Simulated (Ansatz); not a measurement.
# Al₃H (triplet): wave-function methods side by side, cc-pVDZ

The task here is to estimate one member of a computed series from the others.

Program: Ansatz 0.2.0, Gaussian basis. Level of theory: cc-pVDZ, core rule «outside noble gas», up to 15 orbitals frozen. These are calculated values, not measurements.

The runs, in order: UHF; CCSD(T) on ROHF; CCSD(T) on UHF; BCCD(T) on ROHF; CISD as a restricted active space (open shells left free, so some higher excitations enter); CCSDT(Q) on ROHF; CCSDT(Q) on UHF; CASSCF and MRCISD+Q, 10 electrons in 10 orbitals; CASSCF and NEVPT2, 10 electrons in 10 orbitals.

23 further runs of the same task are left out: 10 that didn't finish, 13 set aside as unsound or not needed. Runs told in other sessions of the task aren't counted.

## The system

The geometry is a PBE0/def2-TZVP stationary point (not a proven minimum).

4 atoms, charge 0, spin multiplicity 3.

Atoms are counted from 1 here; the program's logs count them from 0.

Bond lengths: Al1–Al2 2.593 Å, Al1–H4 1.950 Å, Al2–Al3 2.593 Å, Al2–H4 1.874 Å, Al3–H4 1.950 Å. Angles: Al2–Al1–H4 46.1°, Al1–Al2–Al3 97.1°, Al1–Al2–H4 48.5°, Al3–Al2–H4 48.5°, Al2–Al3–H4 46.1°, Al1–H4–Al2 85.4°, Al1–H4–Al3 170.8°, Al2–H4–Al3 85.4°.

As a file:

```xyz
4

Al    0.0000    0.5635    1.9433
Al    0.0000   -1.1538    0.0000
Al    0.0000    0.5635   -1.9433
H     0.0000    0.7202    0.0000
```

Set-up of the first run:

The input, in.yaml:

```yaml
crystal:
  periodic: [false, false, false]
  atoms:
    - {symbol: Al, position_ang: [0.000000, 0.563450, 1.943331]}
    - {symbol: Al, position_ang: [0.000000, -1.153806, 0.000000]}
    - {symbol: Al, position_ang: [0.000000, 0.563450, -1.943331]}
    - {symbol: H, position_ang: [0.000000, 0.720211, 0.000000]}
basis:
  gaussian: {orbitals: cc-pVDZ}
magnetization: {spin_polarized: true, initial_magnetization: 2}
hamiltonian: {xc: hf}
output: {orbitals: {seedname: orbitals}}
```

Command:

```console
$ ansatz run in.yaml --threads 1 --pin off --events-out ev --progress --plain --max-ram 2393MiB
```

Steps of the session up to this table: UHF; CCSD(T) on ROHF; CCSD(T) on UHF; BCCD(T) on ROHF; CISD as a restricted active space (open shells left free, so some higher excitations enter); CCSDT(Q) on ROHF; CCSDT(Q) on UHF; CASSCF and MRCISD+Q, 10 electrons in 10 orbitals; CASSCF and NEVPT2, 10 electrons in 10 orbitals.

One table of the session follows, with a row left open; its other results are not shown here.

```
           method  from RCCSDT(Q) (meV)
             ROHF               +6062.0
              UHF               +5745.3
             RMP2               +1468.4
             UMP2               +1688.3
             CISD               +1043.7
            RCCSD                +415.4
            UCCSD                     ?
         RCCSD(T)                 +90.2
         UCCSD(T)                 +98.8
          BCCD(T)                 +90.4
           RCCSDT                 +30.0
           UCCSDT                 +27.1
        RCCSDT(Q)                     0
        UCCSDT(Q)                  -2.7
  CASSCF frontier               +4245.1
  NEVPT2 frontier               +1357.5
  MRCISD frontier                +571.2
MRCISD+Q frontier                 +98.4
```

Q: Estimate the row for UCCSD from the others.

**Answer.** from RCCSDT(Q) (meV): +401.6. In the column «from RCCSDT(Q) (meV)» it lies between UCCSD(T) (+98.8) and RCCSD (+415.4).

With the free atoms at the same levels and basis (separate runs), the atomisation energy is 5.499 eV at RCCSDT(Q), 5.440 eV at RCCSD(T), 5.429 eV at UCCSD(T), 3.640 eV at ROHF.

To keep in mind: Restricted and unrestricted rows rest on different reference determinants; a gap between their highest levels can come from leftover correlation error, from unlike frozen cores or from another state.
